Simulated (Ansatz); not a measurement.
Input and output for C₄H₉FO, SMILES `CCOC(C)F`.

```yaml
crystal:
  periodic: [false, false, false]
  atoms:
    - {symbol: C, position_ang: [0.203442, -0.676151, -2.254952]}
    - {symbol: C, position_ang: [-0.303608, -0.798742, -0.904325]}
    - {symbol: O, position_ang: [0.307761, -0.041723, -0.517802]}
    - {symbol: C, position_ang: [0.135971, 0.280392, 1.065205]}
    - {symbol: C, position_ang: [0.741688, 1.063284, 1.884032]}
    - {symbol: F, position_ang: [-1.473846, 0.717107, 1.417960]}
    - {symbol: H, position_ang: [1.112867, -0.995176, -2.107561]}
    - {symbol: H, position_ang: [-0.419952, -1.321774, -3.097062]}
    - {symbol: H, position_ang: [0.024365, 0.437493, -2.779753]}
    - {symbol: H, position_ang: [-0.529022, -1.629140, -0.426053]}
    - {symbol: H, position_ang: [-1.721221, -0.575343, -0.915917]}
    - {symbol: H, position_ang: [-0.111248, -0.773822, 1.848735]}
    - {symbol: H, position_ang: [0.702397, 2.065319, 1.542776]}
    - {symbol: H, position_ang: [1.867790, 0.401727, 1.745433]}
    - {symbol: H, position_ang: [0.433512, 0.999374, 2.834347]}
basis:
  gaussian: {orbitals: def2-SVP}
hamiltonian: {xc: {name: CAM-B3LYP}}
```

```sh
$ ansatz run in.yaml --threads 4 --pin off --events-out ev --progress --plain --max-ram 11315MiB
```

It prints (some lines left out):

```
Functional definition: CAM-B3LYP
1445 factors; their error is unknown
357 factors; integrals over basis functions are off by at most 9.6e-6 eV
mean field evaluation 1: about -9026.3595 eV, gradient 6.4e1 eV
mean field evaluation 2: about -9021.9379 eV, gradient 8.4e1 eV
mean field evaluation 4: about -9034.9538 eV, gradient 3.5e0 eV
mean field evaluation 8: about -9034.9836 eV, gradient 3.2e-1 eV
mean field evaluation 16: about -9034.9631 eV, gradient 3.8e-4 eV
mean field -9034.96313835 eV, -332.0287712163 hartree, gradient 2.2e-5 eV, S^2 0.000000; 0 other end points of the search recorded, 0 dependent functions left out
reference -9034.96326323 eV, -332.0287758058 hartree; 25, 25 occupied and 104, 104 virtual orbitals, 1445 factors
Total energy: -9034.96326323 eV, -332.0287758058 hartree
```

Hardware: 4 threads of an Arm Neoverse V1 on a shared host. Wall time 1.7 s, peak host memory 0.66 GiB.
